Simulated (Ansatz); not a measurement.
C$_{5}$H$_{8}$, SMILES `C#CC(C)C`. Total charge 0; spin multiplicity 1.

Cartesian coordinates in Å:
```
C 0.9228 1.5507 1.7450
C 0.4898 0.9748 0.7841
C -0.0376 0.2547 -0.3687
C 0.8962 -0.8861 -0.7713
C -1.4531 -0.2511 -0.0932
H 1.3068 2.0648 2.5937
H -0.0857 0.9667 -1.2022
H 0.5120 -1.3906 -1.6609
H 0.9713 -1.6198 0.0344
H 1.8997 -0.5168 -0.9878
H -2.1207 0.5698 0.1724
H -1.4487 -0.9657 0.7329
H -1.8527 -0.7515 -0.9784
```

Problem. List the harmonic frequencies (cm⁻¹, unscaled) at PBE0-D4/def2-TZVP in Ansatz. (An estimate is asked.)

Solution. Ansatz gave: 181, 214, 229, 281, 351, 538, 548, 674, 675, 790, 932, 952, 974, 1123, 1140, 1195, 1323, 1348, 1390, 1410, 1477, 1480, 1491, 1502, 2233, 3032, 3052, 3054, 3128, 3132, 3140, 3141, 3484.

Problem. Is this a minimum?

Solution. Yes, all 33 modes are real.

Problem. Give the ideal-gas thermochemistry at 298.15 K and 1 bar (rigid rotor, harmonic oscillator; point group Cs, symmetry number 1).

Solution. Zero-point energy 296.7 kJ/mol; H(298) − E = 315.6 kJ/mol; entropy 317.3 J/(mol·K), of which translation 161.5, rotation 107.5, vibration 48.3; G(298) − E = 221.0 kJ/mol.

Problem. And at 400, 500, 600, 800 and 1000 K?

Solution. 
```
T (K)  H − E (kJ/mol)  S (J/mol/K)  G − E (kJ/mol)
  400           327.3        350.8           187.0
  500           341.1        381.6           150.4
  600           357.0        410.5           110.7
  800           393.8        463.2            23.3
 1000           435.8        509.9           -74.1
```

Problem. Rotational constants (cm⁻¹)?

Solution. 0.2682, 0.1287, 0.09524.
